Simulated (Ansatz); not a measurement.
Consider the interaction energy of a dimer with the counterpoise correction of H₂O, SMILES O (the Ansatz DFT code, driven from Python).

Script `dimer_h2o.py`:
```python
# -*- coding: utf-8 -*-
"""Interaction energy of two H2O molecules, with the counterpoise correction."""

import ansatz as az

FIRST = [
    ("O", (-0.2948, 0.195, -0.1369)),
    ("H", (0.4671, 0.5603, 0.317)),
    ("H", (-0.1723, -0.7553, -0.1801)),
]
SECOND = [
    ("O", (-1.6902, -0.4387, -2.029)),
    ("H", (-2.6467, -0.5097, -2.0184)),
    ("H", (-1.4747, 0.486, -2.1656)),
]

def energy(atoms, ghosts=()):
    molecule = az.Crystal.molecule()
    for symbol, xyz in atoms:
        molecule = molecule.atom(symbol, xyz)
    calc = (
        molecule.calculation()
        .basis(gaussian="cc-pVDZ")
        .correlation("CCSD(T)")
    )
    deck = calc.input()
    if ghosts:
        deck = deck.set(az.key.basis.gaussian.ghost_atoms, [{"symbol": s, "position_ang": list(xyz)} for s, xyz in ghosts])
    return az.Session.from_dict(deck).plan().execute().report["free_energy_ev"]

# monomers in their own basis and in the basis of the dimer
both = energy(FIRST + SECOND)
alone = energy(FIRST) + energy(SECOND)
ghosted = energy(FIRST, SECOND) + energy(SECOND, FIRST)
print(f"dimer {both:.6f} eV")
print(f"interaction, uncorrected   {(both - alone):8.3f} eV")
print(f"interaction, counterpoise  {(both - ghosted):8.3f} eV")
print(f"basis-set superposition    {(alone - ghosted):8.3f} eV")
```

How large is the interaction at this pose, and how much of it is basis-set superposition?

Uncorrected it is 0.032 eV, with the counterpoise correction 0.199 eV; the difference, 0.17 eV, is the superposition error. In this basis both values are repulsive.

The run itself:

```console
$ python dimer_h2o.py
dimer -4149.190591 eV
interaction, uncorrected      0.032 eV
interaction, counterpoise     0.199 eV
basis-set superposition       0.167 eV
```

Total energies depend on the basis set; only differences at equal settings carry meaning. The dimer is a generated trial pose of unrelaxed monomers, not a minimum, so the figure is no binding energy, and the basis set is small. Timing: 1.5 s on 1 thread of Arm Neoverse V2, on a shared host, peak memory 0.16 GiB.

(A comment or docstring line of the script was reworded after the run, the code is as it ran; lines on the test bed's own set-up are left out of the output.)
